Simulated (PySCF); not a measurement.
## Partial charges of `FC[C@H]1CS1`

C3H5FS.
Numbering: `[F:1][CH2:2][C@H:3]1[CH2:4][S:5]1` (hydrogens: H6, H7 on C2; H8 on C3; H9, H10 on C4)

Geometry (PBE0-D3(BJ)/def2-SVP, Å), atoms numbered from 1 in this order:
```
atom  x, y, z in Å
F1     1.513    0.734   -1.223
C2     1.230    0.056   -0.064
C3    -0.188    0.323    0.350
C4    -1.282   -0.468   -0.251
S5    -0.938   -0.873    1.480
H6     1.372   -1.026   -0.228
H7     1.933    0.388    0.718
H8    -0.403    1.373    0.581
H9    -2.238    0.029   -0.444
H10   -1.013   -1.240   -0.981
```

Density: PBE0/pcSseg-1 (PySCF); schemes: Mulliken, IAO, Hirshfeld and ESP-fitted. Isolated species at its PBE0-D3(BJ)/def2-SVP geometry (one conformer only).

For which atoms does the sign change between the 4 schemes (beyond +0.03 e in one, beyond −0.03 e in another)?

For none.

Which atoms carry the lowest charge in the Mulliken, IAO, Hirshfeld and ESP-fitted schemes?

The schemes don't all agree: Mulliken C3 (-0.386); IAO F1 (-0.323); Hirshfeld F1 (-0.124); ESP-fitted F1 (-0.245).

At which atom do the 4 schemes differ most?

At C3: from -0.386 (Mulliken) to -0.038 e (Hirshfeld), 0.348 e apart.

Tabulate the Mulliken, IAO, Hirshfeld and ESP-fitted charges.

In e:

```tsv
atom	environment	Mulliken	IAO	Hirshfeld	ESP-fitted
F1	alkyl fluorine	-0.333	-0.323	-0.124	-0.245
C2	sp3 C–F carbon	+0.267	+0.043	+0.021	+0.198
C3	sp3 carbon bound to sulfur	-0.386	-0.179	-0.038	-0.134
C4	sp3 carbon bound to sulfur	-0.212	-0.314	-0.069	-0.235
S5	sulfide sulfur	-0.057	-0.001	-0.046	-0.160
H6	methylene hydrogen	+0.101	+0.142	+0.042	+0.031
H7	methylene hydrogen	+0.118	+0.145	+0.048	+0.065
H8	methine hydrogen	+0.167	+0.162	+0.053	+0.150
H9	methylene hydrogen	+0.170	+0.166	+0.058	+0.153
H10	methylene hydrogen	+0.166	+0.160	+0.055	+0.176
```

Mean size of the charges over all atoms: Mulliken 0.198 e, IAO 0.163 e, ESP-fitted 0.155 e, Hirshfeld 0.055 e. Each set sums to the total charge, 0, to within 0.001 e. The Hirshfeld scheme weights the molecular density at each point by an atom's share of the summed free-atom densities.

Sum the charges by element, for elements with more than one atom.

```json
{"element": "C", "atoms": "3", "Mulliken": "-0.331", "IAO": "-0.451", "Hirshfeld": "-0.086", "ESP-fitted": "-0.170"}
{"element": "H", "atoms": "5", "Mulliken": "+0.721", "IAO": "+0.775", "Hirshfeld": "+0.256", "ESP-fitted": "+0.575"}
```

How closely do the schemes follow one another over all atoms?

Correlation coefficient and root-mean-square difference: IAO with Hirshfeld 0.95, 0.133 e; Hirshfeld with ESP-fitted 0.92, 0.114 e; Mulliken with ESP-fitted 0.91, 0.098 e; Mulliken with IAO 0.88, 0.105 e; IAO with ESP-fitted 0.88, 0.091 e; Mulliken with Hirshfeld 0.86, 0.171 e.

How many electrons does the ESP-fitted scheme count on F1?

Z − q = 9 − (-0.245) = 9.245.
